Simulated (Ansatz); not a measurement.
Species: formamide, CH$_{3}$NO (charge 0, singlet). SMILES: O=CN
Geometry: optimised at B3LYP-D3(BJ)/def2-TZVP (Ansatz, an electronic-structure program).

Wanted: enthalpy of formation at 298 K, in kcal/mol. Terms: open shells spin-unrestricted; dispersion terms only where a functional's name holds one; no spin-orbit coupling; non-relativistic. First-principles rows: single points at B3LYP-D3(BJ) geometries (Ansatz), with unscaled harmonic terms from B3LYP/6-31G* at its own minima, enthalpies of formation by atomisation with measured atoms.

```csv
species,coefficient,"E at HF/3-21G (Ansatz), Eh","E at wB97M-V/def2-TZVPD (Ansatz), Eh","H(298 K) - E, kcal/mol"
NC=O,+1,-167.98437,-169.90839,31.50
C atom,-1,-37.48107,-37.84643,-
H atom,-3,-0.49620,-0.49411,-
N atom,-1,-54.10539,-54.59266,-
O atom,-1,-74.39366,-75.07806,-
```

The atoms take no thermal term, since their enthalpies of formation at 0 K are used: the result is the sum of coefficient times E, plus the molecule's thermal term, plus number times (enthalpy of formation minus H(298) - H(0)) over the atoms. Measured values of the atoms (G2/97 table in ASE), kcal/mol:

```tsv
atom	number	enthalpy of formation of the gas at 0 K	H(298) - H(0) of the element's standard state
C	1	169.98	0.25
H	3	51.63	1.01
N	1	112.53	1.04
O	1	58.99	1.04
```

Measured values: CRC Handbook, as tabulated in the package chemicals; they hold spin-orbit and core effects, anharmonicity and other conformers.  Value to compare with, the measured value: -46.3 kcal/mol. 1 Eh = 627.5095 kcal/mol.

Task: Compute it at each level from the table, and compare with the measured value.

Result: 
- HF/3-21G: the sum of coefficient times E is -0.51565 Eh, or -323.58 kcal/mol; the thermal terms add 31.50; the atoms' measured terms add 491.03. Result: 199.0 kcal/mol. Its error against the measured value is 245.3 kcal/mol.
- wB97M-V/def2-TZVPD: the sum of coefficient times E is -0.90891 Eh, or -570.35 kcal/mol; the thermal terms add 31.50; the atoms' measured terms add 491.03. Result: -47.8 kcal/mol. Its error against the measured value is -1.5 kcal/mol.
